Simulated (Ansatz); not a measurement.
## PH⁺, quartet: the ladder up to full CI

Geometry: that of the PH, triplet, kept fixed. The doublet lies 1.6 eV lower here.

```xyz
2

P     0.0000    0.0000    0.0000
H     0.0000    0.0000    1.4282
```

Basis cc-pVTZ; Ansatz 0.2.0. Correlated methods freeze the noble-gas cores, which leaves 5 electrons in 43 orbitals. Prefix R: restricted or restricted open-shell reference; prefix U: unrestricted. Active spaces: valence = (5e, 5o) chosen from the atoms' valence shells.

Full CI is exact within this basis and frozen core; it isn't the basis-set limit. The frozen core follows each run's orbitals, which can shift R against U totals by a few meV.

For open shells CISD is restricted-active-space CI with the open shells as a complete middle space.

- UHF ⟨S²⟩: 3.754
- T1 diagnostic (RCCSD): 0.0341
- largest doubles amplitude (RCCSD): 0.075
- T1 diagnostic (UCCSD): 0.0301

```json
{"level": "RHF", "E − E(full CI) (kcal/mol)": "61.72", "share of correlation (%)": "0.00", "wall time": "–"}
{"level": "UHF", "E − E(full CI) (kcal/mol)": "60.67", "share of correlation (%)": "1.71", "wall time": "–"}
{"level": "RMP2", "E − E(full CI) (kcal/mol)": "14.99", "share of correlation (%)": "75.71", "wall time": "–"}
{"level": "UMP2", "E − E(full CI) (kcal/mol)": "14.96", "share of correlation (%)": "75.77", "wall time": "–"}
{"level": "CISD", "E − E(full CI) (kcal/mol)": "2.10", "share of correlation (%)": "96.60", "wall time": "0.96 s"}
{"level": "RCCSD", "E − E(full CI) (kcal/mol)": "2.63", "share of correlation (%)": "95.74", "wall time": "–"}
{"level": "UCCSD", "E − E(full CI) (kcal/mol)": "2.54", "share of correlation (%)": "95.88", "wall time": "–"}
{"level": "RCCSD(T)", "E − E(full CI) (kcal/mol)": "0.56", "share of correlation (%)": "99.09", "wall time": "0.51 s"}
{"level": "UCCSD(T)", "E − E(full CI) (kcal/mol)": "0.50", "share of correlation (%)": "99.19", "wall time": "0.48 s"}
{"level": "BCCD(T)", "E − E(full CI) (kcal/mol)": "0.56", "share of correlation (%)": "99.09", "wall time": "0.72 s"}
{"level": "RCCSDT", "E − E(full CI) (kcal/mol)": "0.06", "share of correlation (%)": "99.91", "wall time": "–"}
{"level": "UCCSDT", "E − E(full CI) (kcal/mol)": "0.00", "share of correlation (%)": "100.00", "wall time": "–"}
{"level": "RCCSDT(Q)", "E − E(full CI) (kcal/mol)": "0.01", "share of correlation (%)": "99.98", "wall time": "8 s"}
{"level": "UCCSDT(Q)", "E − E(full CI) (kcal/mol)": "-0.05", "share of correlation (%)": "100.08", "wall time": "7 s"}
{"level": "CASSCF (valence space)", "E − E(full CI) (kcal/mol)": "49.59", "share of correlation (%)": "19.66", "wall time": "–"}
{"level": "NEVPT2 (valence space)", "E − E(full CI) (kcal/mol)": "13.36", "share of correlation (%)": "78.36", "wall time": "0.42 s"}
{"level": "MRCISD (valence space)", "E − E(full CI) (kcal/mol)": "3.14", "share of correlation (%)": "94.91", "wall time": "–"}
{"level": "MRCISD+Q (valence space)", "E − E(full CI) (kcal/mol)": "1.12", "share of correlation (%)": "98.19", "wall time": "0.72 s"}
```

The correlation energy at full CI, counted from RHF, is -2.677 eV. That run took 82 s on 1 thread of Arm Neoverse V2, shared host over 1,326,860 determinants.

Times hold each run's SCF and search for its determinant on a shared host, so for small cases they say little of a method's own cost; they ran on 1 thread of Arm Neoverse V2.

The full-CI state has the irrep A2 of C2v, in the program's axes (one component, if the state is degenerate).

Natural occupations of full CI about the gap: 1.938 0.996 0.985 0.985 0.026 0.013 0.013 0.011 0.011 0.006; effectively unpaired electrons, Σ n²(2−n)², 3.02.
